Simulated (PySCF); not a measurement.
# CH4O3S: the cost of one run

Programs: PySCF 2.14.0, with density-fitted response routines of our own. Each step states its level of theory. These are calculated values for one molecule in the gas phase, unless marked as measured. Atoms are numbered from 0 throughout.

**1. The starting structure**

9 atoms, charge 0, multiplicity 1; geometry from: MMFF94s.

Bonds of the start (Å): C0–S1 1.78, S1–O2 1.44, S1–O3 1.44, S1–O4 1.61, C0–H5 1.09, C0–H6 1.09, C0–H7 1.09, O4–H8 0.98.

**2. Optimising the geometry at PBE0-D3(BJ)/def2-SVP**

What the job is given:

```
{"job": {"xc": "PBE0", "basis": "def2-SVP", "d3": "d3bj", "grid": 1, "kind": "geom"}, "charge": 0, "multiplicity": 1}
C     -1.057176    -0.030486    -0.397705
S      0.495867     0.437741     0.329840
O      0.454956     0.195192     1.753725
O      0.940285     1.689047    -0.235861
O      1.400374    -0.746169    -0.291195
H     -1.311654    -1.039434    -0.068040
H     -1.816230     0.677048    -0.057884
H     -0.964407     0.013296    -1.484378
H      1.857985    -1.196233     0.451500
```

On the command line:

```
OMP_NUM_THREADS=1 python probes_run.py task.json out
```

This one command runs all jobs of the session in turn.

**Question.** How long does this first job take on 1 thread of Arm Neoverse V2, shared host, and how much memory does it need?

About 23 s, with a peak of 0.39 GiB.
